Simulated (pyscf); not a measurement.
Elimination: `[NH2][GaH][NH2]` → `[NH]=[Ga][NH2]` + `[H][H]`

Gas phase, singlet surface, charge 0. Bonds broken: N2–H8, Ga3–H7. Bonds formed: H7–H8. PySCF, gas phase, ωB97X-D3(BJ)/def2-SVP geometries.

Transition state (Å):

```xyz
8

N      0.1477    -0.6125    -0.9257
N      0.7168    -0.4442     2.5560
Ga     0.2572    -0.5093     0.8761
H     -0.2865    -1.4351    -1.3351
H     -0.1347     0.2181    -1.4388
H      1.6468    -0.4989     2.9739
H     -1.4550    -0.2941     1.9137
H     -0.7319    -0.3181     2.5378
```

One imaginary mode, 1300i cm⁻¹; descent along it reached the two sides named.

| bond | change | reactant side (Å) | saddle | product side |
|---|---|---|---|---|
| N2–H8 | breaks | 1.020 | 1.454 | 2.556 |
| Ga3–H7 | breaks | 1.560 | 2.014 | 2.9 |
| H7–H8 | forms | 3.2 | 0.955 | 0.763 |

Electronic energies relative to the reactant's lowest minimum found (eV):

| level | barrier | reaction energy | reverse barrier |
|---|---|---|---|
| ωB97X-D3(BJ)/def2-TZVP | 3.63 | +2.94 | 0.69 |
| PBE/def2-TZVP | 3.07 | +2.49 | 0.57 |
| r²SCAN/def2-TZVP | 3.32 | +2.72 | 0.61 |
| B3LYP-D3(BJ)/def2-TZVP | 3.39 | +2.68 | 0.71 |
| PBE0-D3(BJ)/def2-TZVP | 3.41 | +2.86 | 0.55 |
| M06-2X/def2-TZVP | 3.58 | +2.95 | 0.63 |
| ωB97M-D3(BJ)/def2-TZVP | 3.56 | +2.88 | 0.68 |
| HF/def2-TZVP | 4.31 | +3.35 | 0.96 |

With ωB97M-D3(BJ)/def2-TZVP energies and thermal terms (ideal gas, 1 atm, RRHO with modes under 100 cm⁻¹ raised to 100, one conformer, R ln 2 for chiral ones without a mode under 150 cm⁻¹), in eV:

```
T (K)   ΔH‡   ΔG‡     ΔH     ΔG
-----  ----  ----  -----  -----
298    3.38  3.39  +2.69  +2.33
600    3.36  3.40  +2.70  +1.95
900    3.35  3.42  +2.70  +1.58
1200   3.34  3.45  +2.68  +1.21
```

At the saddle there is also a short Ga–H contact that neither side keeps. The same reactants have a lower exit, to NH₃ + HN=GaH (highest point, the separated products, at +2.86 eV at ωB97M-D3(BJ)/def2-TZVP, against +3.56 eV here). This is the saddle that the search found; another between the same sides may lie lower. Elements up to Kr have no core potential and no relativistic terms here.
